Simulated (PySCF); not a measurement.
C4H4N2.
SMILES with atom numbers: `[CH3:1][C@H:2]1[N:3]=[C:4]1[C:5]#[N:6]` (hydrogens: H7, H8, H9 on C1; H10 on C2)

Computed with MP2 and CCSD/aug-cc-pVDZ in PySCF, restricted Hartree–Fock reference, 6 core orbitals frozen, non-relativistic, gas phase, PBE0-D3(BJ)/def2-SVP geometry.

E(HF) = -262.63440 Eh.

(1) How large is the problem?

(2) What are the MP2 and CCSD correlation energies?

(3) What is the T1 diagnostic?

(4) How does correlation change the dipole moment?

## Answers

(1) 174 basis functions and 42 electrons; 6 orbitals frozen, which leaves o = 15 correlated occupied and v = 153 virtual orbitals. That is o·v = 2295 singles and o·v(o·v + 1)/2 = 2634660 distinct closed-shell doubles amplitudes before symmetry; the costliest CCSD step grows as o²v⁴ = 1.2 × 10^11.

(2) MP2 -0.8742 Eh and CCSD -0.9009 Eh, which gives totals of -263.50864 and -263.53535 Eh. That is 0.817 eV for each correlated electron at CCSD (2365 kJ/mol in all, 0.342 % of the total energy); MP2 gives 97.0 % of the CCSD value.

(3) 0.0126, below the customary warning level of 0.02. It is the norm of the spatial-orbital singles amplitudes over the root of the number of correlated electrons, so the norm is 0.069.

(4) HF gives 3.42 D and CCSD (unrelaxed density) 3.11 D, a change of -0.31 D.

No triples correction and no basis-set extrapolation were made.
